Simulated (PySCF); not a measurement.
SMILES c1ccccc1, singlet, GFN2-xTB optimised geometry.

```
12

C     -0.69    -1.20     0.00
C     -1.38     0.00     0.00
C     -0.69     1.20     0.00
C      0.69     1.20     0.00
C      1.38     0.00     0.00
C      0.69    -1.20     0.00
H     -1.23    -2.13     0.00
H     -2.47     0.00     0.00
H     -1.23     2.13     0.00
H      1.23     2.13     0.00
H      2.47     0.00     0.00
H      1.23    -2.13     0.00
```

Density from B3LYP/def2-TZVP (PySCF) at that geometry.

Minimum of the electron density along straight lines between bonded atoms, close to the bond critical point (lines longer than 1.1 times the sum of covalent radii, or with two minima, are not listed):

| bond | length / Å | ρ at the minimum / e bohr⁻³ | ∇²ρ there / e bohr⁻⁵ | position (fraction from the first atom) |
|---|---|---|---|---|
| C1–C2 | 1.385 | 0.325 | -0.98 | 0.50 |
| C2–C3 | 1.385 | 0.324 | -0.98 | 0.50 |
| C3–C4 | 1.385 | 0.325 | -0.98 | 0.50 |
| C4–C5 | 1.385 | 0.324 | -0.98 | 0.50 |
| C1–C6 | 1.385 | 0.324 | -0.98 | 0.50 |
| C5–C6 | 1.385 | 0.325 | -0.98 | 0.50 |
| C1–H7 | 1.080 | 0.289 | -1.04 | 0.64 |
| C2–H8 | 1.080 | 0.289 | -1.04 | 0.64 |
| C3–H9 | 1.080 | 0.289 | -1.04 | 0.64 |
| C4–H10 | 1.080 | 0.289 | -1.04 | 0.64 |
| C5–H11 | 1.080 | 0.289 | -1.04 | 0.64 |
| C6–H12 | 1.080 | 0.289 | -1.04 | 0.64 |
